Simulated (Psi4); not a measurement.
Psi4 input (wB97X-D/6-31G*):

```
memory 1500 MB

molecule {
1 2
C    -0.00019564    0.15550613    0.00202606
O     0.17957592    1.34436533    0.02150869
O    -1.24075127   -0.39145260   -0.00806867
H    -1.87281039    0.34435362    0.00369323
C     1.06723178   -0.89990501   -0.01278463
H     2.04521103   -0.42828240   -0.01861809
H     0.96507153   -1.53966993    0.86487500
H     0.94971371   -1.53330981   -0.89291883
symmetry c1
no_reorient
no_com
}

set {
  basis 6-31G*
  reference uks
  scf_type pk
  dft_radial_points 99
  dft_spherical_points 590
  e_convergence 1e-8
  d_convergence 1e-7
  maxiter 150
}

e = energy('wb97x-d')
print_out(f'\nFINAL {e:.10f} DIPOLE {variable("CURRENT DIPOLE")[0]:.6f} {variable("CURRENT DIPOLE")[1]:.6f} {variable("CURRENT DIPOLE")[2]:.6f}\n')
```

Predict the final energy.

-228.61919 Eh.
